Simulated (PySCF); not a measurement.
Oxygen: a sound run and one with changed settings

Sound run: O [He] 2s2 2p4, O⁺ [He] 2s2 2p3. Computed with PySCF 2.14 in jorge-DZP-DKH (4s2p1d, 15 functions), with the spin-free X2C one-electron Hamiltonian (Gaussian nucleus). In the sound run the correlated levels freeze 1s2. The sound run starts from symmetry-adapted Hartree-Fock orbitals and uses a fine grid where one is needed.

Changed run: basis STO-3G, all-electron and non-relativistic. This setting is unsound on purpose.

| species | method | sound run (hartree) | changed run (hartree) | converged |
| --- | --- | --- | --- | --- |
| O | UHF | -74.85717 | -73.80415 | yes |
| O | B3LYP | -75.13592 | -74.03485 | yes |
| O | MN15 | -75.07266 | -73.67462 | yes |
| O | MP2 | -74.95532 | -73.80415 | yes |
| O⁺ | UHF | -74.41662 | -73.44358 | yes |
| O⁺ | B3LYP | -74.61964 | -73.60827 | yes |
| O⁺ | MN15 | -74.56557 | -73.25951 | yes |
| O⁺ | MP2 | -74.48350 | -73.44358 | yes |

Ionisation energy of O:

```
 method  sound run (eV)  changed run (eV)
    UHF          11.988             9.812
  B3LYP          14.049            11.608
   MN15          13.799            11.296
    MP2          12.839             9.812
SCS-MP2          12.835             9.812
```

A minimal basis cannot let orbitals breathe on ionisation and holds almost no correlation. The Hamiltonian changed with the basis, so the totals do not compare.

For comparison, NIST gives 13.618 eV between the lowest levels.
